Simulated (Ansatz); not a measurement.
# Ligand exchange: C5H7N + MgHCl → C4H4ClN + MgH(CH3)

Species: C5H7N (2-methyl-1H-pyrrole) `Cc1ccc[nH]1`, singlet; MgHCl `[MgH][Cl]`, singlet; C4H4ClN `Clc1ccc[nH]1`, singlet; MgH(CH3), singlet. The partners trade CH3 for Cl: C–CH3 and Mg–Cl bonds give way to C–Cl and Mg–CH3.

Shapes, held fixed at every level: PBE0-D4/def2-TZVP. Programs: Ansatz 0.2.0. The zero-point and thermal change to 298 K, harmonic and unscaled (PBE0-D4/def2-TZVP), is -10.1 kJ/mol.

Estimate ΔH(298 K) of this reaction.

The highest level, CCSD(T)/def2-TZVPP, gives ΔH(298 K) = +242.4 kJ/mol; the levels span +226.9 to +264.7. The column of differences is taken from that level and isn't an error. No measured value is set beside it here. Correlated rows may include outer-core shells of Mg, which these sets cover unevenly.

| level | kind | ΔH(298 K) (kJ/mol) | less CCSD(T)/def2-TZVPP |
| --- | --- | --- | --- |
| SPW92/def2-TZVPP | LDA | +226.9 | -15.5 |
| wB97M-V/def2-TZVPP | range-separated hybrid | +242.9 | +0.5 |
| wB97X-V/def2-TZVPP | range-separated hybrid | +245.7 | +3.3 |
| MP2/def2-SVP | perturbation theory | +264.7 | +22.3 |
| MP2/def2-TZVPP | perturbation theory | +243.0 | +0.6 |
| CCSD/def2-TZVPP | coupled cluster or CI | +248.2 | +5.8 |
| CCSD(T)/def2-TZVPP | coupled cluster or CI | +242.4 | 0.0 |
